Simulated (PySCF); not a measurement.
## Electric properties by functional and basis

(E)-diazene, N2H2.
SMILES: `[H]/N=N/[H]`

PySCF, dipoles from the SCF density, polarisabilities from static response with core orbitals frozen. Geometry: PBE0-D3(BJ)/def2-SVP; no solvent, vibrations or thermal averaging.

Task: How do dipole and polarisability depend on functional and basis here?

Result: 

| level | α (Å³) | anisotropy (Å³) |
| --- | --- | --- |
| LDA/def2-SVPD | 2.71 | 1.57 |
| PBE/def2-SVPD | 2.69 | 1.60 |
| B3LYP/def2-SVPD | 2.64 | 1.58 |
| PBE0/def2-SVPD | 2.61 | 1.54 |
| BHandHLYP/def2-SVPD | 2.57 | 1.55 |
| CAM-B3LYP/def2-SVPD | 2.61 | 1.53 |
| wB97X-D/def2-SVPD | 2.62 | 1.50 |
| LC-wPBE/def2-SVPD | 2.56 | 1.45 |
| HF/def2-SVPD | 2.55 | 1.61 |
| PBE0/6-31G* | 1.92 | 1.99 |
| PBE0/def2-SVP | 1.93 | 1.87 |
| PBE0/6-31+G* | 2.34 | 1.66 |
| PBE0/aug-cc-pVDZ | 2.77 | 1.53 |
| PBE0/def2-TZVP | 2.34 | 1.78 |
| PBE0/def2-TZVPD | 2.74 | 1.53 |
| PBE0/aug-cc-pVTZ | 2.81 | 1.50 |

The anisotropy is √(½[(α1 − α2)² + (α2 − α3)² + (α3 − α1)²]). No reference polarisability is at hand; against PBE0 in the largest diffuse basis at hand (aug-cc-pVTZ) the other PBE0 rows deviate by 6-31G* -31%, def2-SVP -31%, 6-31+G* -17%, def2-SVPD -7%, aug-cc-pVDZ -1%, def2-TZVP -17%, def2-TZVPD -2%. The dipole stays under 0.05 D at every level. In one basis (def2-SVPD) the functionals order the polarisability from HF (lowest) to LDA (highest), a spread of 6%. With PBE0 the polarisability is 2.06 Å³ without diffuse functions (mean of 6-31G*, def2-SVP and def2-TZVP) and 2.65 Å³ with them (mean of 6-31+G*, def2-SVPD, aug-cc-pVDZ, def2-TZVPD and aug-cc-pVTZ).
